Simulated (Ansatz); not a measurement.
```yaml
crystal:
  periodic: [false, false, false]
  atoms:
    - {symbol: S, position_ang: [0.734304, -0.158116, 1.619464]}
    - {symbol: S, position_ang: [-0.411251, 0.639294, 0.069015]}
    - {symbol: S, position_ang: [-0.323053, -0.481168, -1.688479]}
basis:
  gaussian: {orbitals: def2-TZVP}
total_charge: -1
magnetization: {spin_polarized: false, initial_magnetization: 1}
hamiltonian: {xc: {name: PBE0}}
scf: {omitted_lower_state_checks: [starts]}
```

```sh
$ ansatz run in.yaml --threads 4 --pin off --events-out ev --progress --plain --max-ram 3916MiB
```

It prints (some lines left out):

```
Functional definition: PBE0
813 factors; their error is unknown
mean field evaluation 1: about -32495.1855 eV, gradient 2.7e1 eV
mean field evaluation 2: about -32487.8305 eV, gradient 5.9e1 eV
mean field evaluation 4: about -32497.5026 eV, gradient 1.9e0 eV
mean field evaluation 8: about -32497.5153 eV, gradient 8.4e-2 eV
mean field evaluation 16: about -32497.5888 eV, gradient 5.1e-5 eV
mean field -32497.58881075 eV, -1194.2643611382 hartree, gradient 5.1e-5 eV, S^2 0.750000; 0 other end points of the search recorded, 0 dependent functions left out
reference -32497.58883027 eV, -1194.2643618554 hartree; 25, 24 occupied and 86, 87 virtual orbitals, 813 factors
Total energy: -32497.58883027 eV, -1194.2643618554 hartree
Checks for a lower state left out: starts
```

Hardware: 4 threads of Arm Neoverse V2 on a shared host. Wall time 1.3 s.

The highest occupied level of an anion often lies above zero with these methods, and sets without diffuse functions describe the outer electron poorly.

With spin_polarized false and unpaired electrons the run is restricted open-shell.
